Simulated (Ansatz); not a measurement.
Geometry optimisation, RKS B3LYP-D4/def2-mTZVP (Ansatz).

Input file:

```yaml
crystal:
  periodic: [false, false, false]
  atoms:
    - { symbol: B, position_ang: [0.076488, -0.08798, -0.189631] }
    - { symbol: H, position_ang: [-0.113324, -0.524933, 0.901543] }
    - { symbol: "N", position_ang: [1.347305, -0.189823, -0.75029] }
    - { symbol: H, position_ang: [2.138568, -0.600355, -0.276196] }
    - { symbol: H, position_ang: [1.566269, 0.122463, -1.685113] }
    - { symbol: H, position_ang: [-0.813404, 0.355546, -0.8437] }
    - { symbol: "N", position_ang: [-0.001981, 2.192077, 1.367203] }
    - { symbol: H, position_ang: [0.904867, 2.258455, 0.91557] }
    - { symbol: H, position_ang: [-0.705915, 2.437628, 0.679094] }
    - { symbol: H, position_ang: [-0.145774, 1.199623, 1.61882] }
basis:
  gaussian: { orbitals: def2-mTZVP }
hamiltonian:
  xc: b3lyp
  dispersion: d4
relax:
  f_tol: 0.03
  max_steps: 50
output:
  orbitals: {}
```

Command:

```bash
$ ansatz run input.yaml --threads 1 --pin off --max-ram 2048MiB --backend cpu --events-out ev --progress --plain --runs-dir out
```

**Question.** Where does it end, and by what steps?

**Answer.** It converged. The force dipped under the threshold on the way, but the program's further checks kept it going. After 11 steps the energy has fallen by 0.147 eV; H10 moved furthest, 0.74 Å.

```
step  energy less start (eV)  largest force component (eV/Å)  accepted
   0                  0.0000                           0.971       yes
   1                 -0.1090                           0.333       yes
   2                 -0.1078                           0.527        no
   3                 -0.1285                           0.176       yes
   4                 -0.1389                           0.104       yes
   5                 -0.1444                           0.173       yes
   6                 -0.1447                           0.089       yes
   7                 -0.1464                           0.032       yes
   8                 -0.1469                           0.010       yes
   9                 -0.1470                           0.069       yes
  10                 -0.1472                           0.041       yes
  11                 -0.1473                           0.003       yes
```

```xyz
10
Properties=species:S:1:pos:R:3
B 0.073 -0.335 -0.344
H -0.134 -0.900 0.684
N 1.378 -0.249 -0.816
H 2.171 -0.655 -0.340
H 1.627 0.194 -1.689
H -0.807 0.151 -0.984
N 0.048 2.489 1.439
H 0.832 2.133 0.900
H -0.730 2.580 0.792
H -0.205 1.756 2.097
```

Whether the end is a true minimum wasn't checked by a vibrational analysis.

Time of the run: 31 s on 1 thread of Arm Neoverse V1, with other jobs on the host, peak memory 0.13 GiB.
